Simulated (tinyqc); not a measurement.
A ladder of methods, and size consistency: correlation methods against full CI in the sto-3g basis, for LiH, spin multiplicity 1. Computed by the program tinyqc with PySCF. Command: `OMP_NUM_THREADS=1 python tinyqc.py 111470 111471 out.jsonl`; one thread of a shared host (Intel(R) Xeon(R) Processor @ 2.60GHz), about 0.7 s.

Geometry (angstrom):
```
atom       x       y       z
Li    0.0000  0.0000  0.0000
H     0.0000  0.0000  1.3930
```

RHF energy of one = -7.860145 hartree

All electrons correlated; +Q is the Davidson correction (1 - c0^2) E_corr. The last columns treat two copies 100 angstrom apart as one system. FCI is the lowest singlet.

Correlation energies (hartree):
```
method   E_corr of one  share of FCI (%)  E_corr of two at 100 angstrom  two minus twice one (mhartree)
MP2          -0.011643           65.2197                      -0.023286                          0.0000
CISD         -0.017842           99.9401                      -0.035001                          0.6825
CISD+Q       -0.018202          101.9592                      -0.036296                          0.1082
CCSD         -0.017844           99.9538                      -0.035688                       -3.78e-05
CCSD(T)      -0.017851           99.9915                      -0.035702                       -3.78e-05
FCI          -0.017852          100.0000                              -                               -
```

MP2 recovers 65 %, CISD 99.9 % and CCSD 100.0 % of the FCI value (c0^2 = 0.980 in CISD). MP2 and coupled cluster are size consistent, so their last column vanishes; CISD loses 0.68 mhartree, since a double excitation on each copy is a quadruple of the pair, and the Davidson correction leaves +0.11.
